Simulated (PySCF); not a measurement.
Below is a simulated gas-phase O 1s photoelectron spectrum of nitrous acid, `O=NO`.

Every computed line was given a Gaussian of 0.7 eV full width at half maximum and an area set by the number of equivalent atoms; the highest printed point is 100. Computed with PySCF 2.14.0, delta-SCF UKS SCAN, pcX-2 on the ionised atom, pcseg-1 elsewhere, spin-free X2C.

(binding energy (eV), intensity): (539.8, 0), (539.9, 0), (540.0, 1), (540.1, 3), (540.2, 6), (540.3, 13), (540.4, 23), (540.5, 36), (540.6, 53), (540.7, 70), (540.8, 85), (540.9, 96), (541.0, 100), (541.1, 97), (541.2, 88), (541.3, 73), (541.4, 56), (541.5, 40), (541.6, 25), (541.7, 15), (541.8, 8), (541.9, 4), (542.0, 1), (542.1, 1), (542.2, 0)

Question: Count the maxima, the lines and the sites behind this envelope.

Answer: The curve has 1 maximum (at 541.0 eV). Under it lie 2 lines from 2 inequivalent oxygen sites. At this width some lines have no maximum of their own.

Question: Decompose the envelope and assign each component. Numbering: `[O:1]=[N:2][OH:3]`.

Answer: 
```tsv
position (eV)	relative area	line	atoms	environment
540.83	1	O 1s	O1	oxygen bonded to N
541.19	1	O 1s	O3	hydroxyl oxygen
```

Question: Above which line width would these two lines show one maximum?

Answer: Two equal Gaussians merge once their distance is under 2σ = FWHM/1.177. With 0.36 eV between them that is a full width over 0.42 eV.

The listed O 1s values span 0.36 eV, from O1 (bonded to N (double bond)) to O3 (bonded to N and H). Summing the Pauling electronegativity differences to the bonded atoms, each weighted by its formal bond order, gives -0.80 for the lowest site and -1.64 for the highest; the largest sum, -0.80, belongs to O1, 0.36 eV below the top. The smallest sum, -1.64, belongs to O3, 0.36 eV above the lowest.

Shake-up satellites, vibrational structure and lifetime widths aren't simulated. Geometry: PBE0-D3(BJ)/def2-SVP; no solvent, vibrations or thermal averaging.

The run took 8.5 s wall on AMD EPYC 7B13, one thread, shared host, and the process peaked at 0.43 GiB of memory.

Conformer computed: `[O:1]=[N:2][OH:3]`: H–O3–N2–O1 0°.
